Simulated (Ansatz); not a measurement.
Reaction (isomerisation): `C#CC(C)O` → `C=C=C(C)O`

Calculated with Ansatz (gas phase, PBE0-D4/def2-TZVP geometries, no zero-point term in ΔE). CCSD(T)/CBS is the MP2 limit (def2-TZVPP, def2-QZVPP) plus CCSD(T) − MP2 in def2-TZVPP, frozen cores. DFT in def2-TZVPP. HSE06 is defined as in plane-wave codes. Each species was taken in one conformer, which may not be the lowest.

(1) Is it downhill or uphill in electronic energy at CCSD(T)/CBS, and by how much? (Best estimate.)

(2) What do these levels give: PBE0-D4, r2SCANh-D4, HSE06-D4, CAM-B3LYP-D4, revPBE, CCSD/def2-TZVPP? (Estimate.)

(3) What do rigid-rotor, harmonic-oscillator terms from PBE0-D4/def2-TZVP frequencies (298.15 K, 1 bar) make of the CCSD(T)/CBS value? (Estimate.)

Largest T1 diagnostic among the species: 0.012.

## Answers

(1) The calculation gave: Downhill: ΔE = -4.0 kcal/mol.

(2) The calculation gave: PBE0-D4 -9.4, r2SCANh-D4 -9.2, HSE06-D4 -9.5, CAM-B3LYP-D4 -7.3, revPBE -11.2, CCSD/def2-TZVPP -3.6 kcal/mol.

(3) Ansatz gave: ΔZPE = -0.1 kcal/mol, ΔH = -4.1 kcal/mol, ΔS = 0 J/(mol·K), ΔG = -4.1 kcal/mol.

From r2SCAN to r2SCAN0 (25 % exact exchange), in def2-TZVPP and without D4, ΔE moves by +1.4 kcal/mol. At CCSD(T), def2-SVP lies −1.5 kcal/mol from the extrapolated value and def2-TZVPP −0.2 kcal/mol. Leaving LDA and LC-ωPBE aside and taking each functional with its dispersion term where it has one, the values, not all of them listed here, spread over 6.0 kcal/mol, from PBE-D4 to PBE-QIDH. LDA lies −1.1 kcal/mol from PBE without D4.
